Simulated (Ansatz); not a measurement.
The input, for Ansatz 0.2.0:

```yaml
crystal:
  periodic: [false, false, false]
  atoms:
    - {symbol: Si, position_ang: [0.000000, -0.066010, 1.277710]}
    - {symbol: Al, position_ang: [0.000000, 0.014356, -1.367591]}
    - {symbol: H, position_ang: [0.000000, 1.455013, 1.006599]}
basis:
  gaussian: {orbitals: 6-31G}
total_charge: 1
magnetization: {spin_polarized: false, initial_magnetization: 1}
correlation: {method: fci, electrons: outside_noble_gas}
```

```sh
$ ansatz run in.yaml --threads 1 --pin off --events-out ev --progress --plain --max-ram 2393MiB
```

(1) Roughly how long does this take on 1 thread of Intel Xeon 6975P-C, shared host, and how much host memory?

```
562 factors; integrals over basis functions are off by at most 1.9e-7 eV
mean field evaluation 1: about -14449.0596 eV, gradient 1.0e1 eV
mean field evaluation 2: about -14449.0626 eV, gradient 1.0e1 eV
mean field evaluation 4: about -14449.9258 eV, gradient 1.4e0 eV
mean field evaluation 8: about -14449.9932 eV, gradient 9.3e-2 eV
mean field evaluation 16: about -14450.0338 eV, gradient 3.5e-1 eV
mean field evaluation 32: about -14446.7591 eV, gradient 3.2e0 eV
mean field evaluation 64: about -14450.2130 eV, gradient 1.7e0 eV
mean field -14450.43347363 eV, -531.0436353004 hartree, gradient 8.2e-7 eV, S^2 0.750000; 11 other end points of the search recorded, 0 dependent functions left out
mean field evaluation 96: about -14449.0302 eV, gradient 7.5e0 eV
mean field evaluation 128: about -14448.6115 eV, gradient 5.9e0 eV
mean field evaluation 160: about -14449.6202 eV, gradient 7.0e0 eV
determinant -14450.43347363 eV, -531.0436353004 hartree, with singles and doubles -14452.93359004 eV, -531.1355128837 hartree
determinant -14449.99349044 eV, -531.0274662164 hartree, with singles and doubles -14452.57954415 eV, -531.1225019372 hartree
determinant -14450.43347363 eV, -531.0436353004 hartree, with singles and doubles -14452.93286931 eV, -531.1354863974 hartree
determinant -14449.99349044 eV, -531.0274662164 hartree, with singles and doubles -14452.57661429 eV, -531.1223942668 hartree
10 core orbitals not correlated: weight in the atoms' cores, before any rotation towards them, 1.000 or more for the frozen orbitals, at most 0.000 for the correlated occupied ones
reference -14450.43347363 eV, -531.0436353004 hartree; 4, 3 occupied and 14, 15 virtual orbitals, 562 factors
state -14452.98312567 eV, -531.1373332847 hartree
Total energy: -14452.98312567 eV, -531.1373332847 hartree
```

Natural occupations: 1.9668 1.9379 1.8810 0.9902 0.0479 0.0469 0.0397 0.0377 0.0327 0.0064 0.0042 0.0030 0.0026 0.0011 0.0008 0.0005 0.0004 0.0002.

Results:

(1) 8.5 s wall and 0.24 GiB.
